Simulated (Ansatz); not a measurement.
1T (CdI2-type) CdI2, treated with LDA (Ansatz, a quantum-chemistry and plane-wave program, PAW).

Settings: plane-wave cutoff 520 eV, 12×12×6 k mesh (along the axes of the cell as run), Fermi–Dirac smearing 0.01 eV, scalar-relativistic PAW data made under PBE.

Starting structure:

```xyz
3
Lattice="4.2400 0.0000 0.0000 -2.1200 3.6719 0.0000 0.0000 0.0000 6.8600" Properties=species:S:1:pos:R:3 pbc="T T T"
Cd     0.0000     0.0000     0.0000
I      0.0000     2.4480     1.7081
I      2.1200     1.2240     5.1519
```

Problem. Into what structure does the relaxation of cell and atoms lead at this level, with the symmetry of the start kept?

Solution. The volume falls by 6.4 %; final space group P-3m1.
```xyz
3
Lattice="4.1636 0.0000 0.0000 -2.0818 3.6058 0.0000 0.0000 0.0000 6.6596" Properties=species:S:1:pos:R:3 pbc="T T T"
Cd     0.0000     0.0000     0.0000
I      0.0000     2.4039     1.6913
I      2.0818     1.2019     4.9683
```
